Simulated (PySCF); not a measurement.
Compound: Cl2.
SMILES: `ClCl`

Theory: PBE0/def2-TZVP geometry optimisation, gas phase (PySCF 2.14.0).

Masses are those of the commonest isotopes; rigid-rotor values at the optimised geometry. 

(1) What are the moment of inertia and the rotational constant?

(2) List the first levels of a rigid rotor in a Σ state.

(3) Has it a pure rotational spectrum?

(4) Estimate the classical rotational partition function at 10 K, 50 K and 500 K.

## Answers

(1) I = 68.701 u·Å², B = 505379 MHz·u·Å²/I = 7356 MHz (0.2454 cm⁻¹, or 0.353 K as hB/k). For two atoms I = μr² with μ = 17.4844 u and r = 1.9822 Å.

(2) E(J) = BJ(J+1): J = 1: 0.491, J = 2: 1.472, J = 3: 2.945, J = 4: 4.908, J = 5: 7.361, J = 6: 10.306 cm⁻¹.

(3) Not by electric dipole: D∞h allows no dipole (computed 0.00 D). Rotational Raman lines (ΔJ = 2) lie at B(4J + 6), spaced by 4B = 0.982 cm⁻¹, with nuclear-spin weights that differ between even and odd J.

(4) Point group D∞h, symmetry number σ = 2; q = kT/(σhB), k/h = 20836.6 MHz/K: 14.2 at 10 K, 70.8 at 50 K, 708 at 500 K.

PBE0/def2-TZVP frequencies: not computed here. Constants of a rigid frame at the computed geometry: no zero-point averaging, no centrifugal distortion.
